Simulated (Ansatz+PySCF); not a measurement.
Values are calculated unless marked as measured or tabulated.
Several solutions for doublet C₂(-)

```xyz
2

C     0.0015   -0.0169   -0.5867
C    -0.0386   -0.0157    0.6060
```

Basis set: def2-SVP (spherical functions). Charge -1, multiplicity 2.

ROHF was run from several starts with Ansatz (development build ahead of 0.2.0) and PySCF 2.14.0.

```tsv
run	program	start	converged	energy (hartree)	<S²>
A	Ansatz	stability test followed	yes	-75.46885	0.75
B	PySCF	guess huckel, instabilities followed	yes	-75.45987	0.75
C	Ansatz	atomic start, no search	yes	-75.45416	0.75
D	PySCF	guess 1e, instabilities followed	yes	-75.45987	0.75
E	PySCF	guess minao, instabilities followed	yes	-75.45987	0.75
F	PySCF	guess atom, instabilities followed	yes	-75.45987	0.75
G	PySCF	program defaults	yes	-75.45416	0.75
H	Ansatz	search for the lowest state	yes	-75.46885	0.75
```

(1) Which runs reached the lowest solution of this kind, and what is wrong with the others?

## Answers

(1) A, H reached the lowest solution found. Converged but too high: B by 0.24 eV, C by 0.40 eV, D by 0.24 eV, E by 0.24 eV, F by 0.24 eV, G by 0.40 eV. Convergence only shows a stationary point, and even a stable one can lie too high; stability tests and further starts are what find lower ones. Caution: this determinant is likely not that of the ground state. Caution: no diffuse functions for an anion. Caution: the determinant may break the point group.
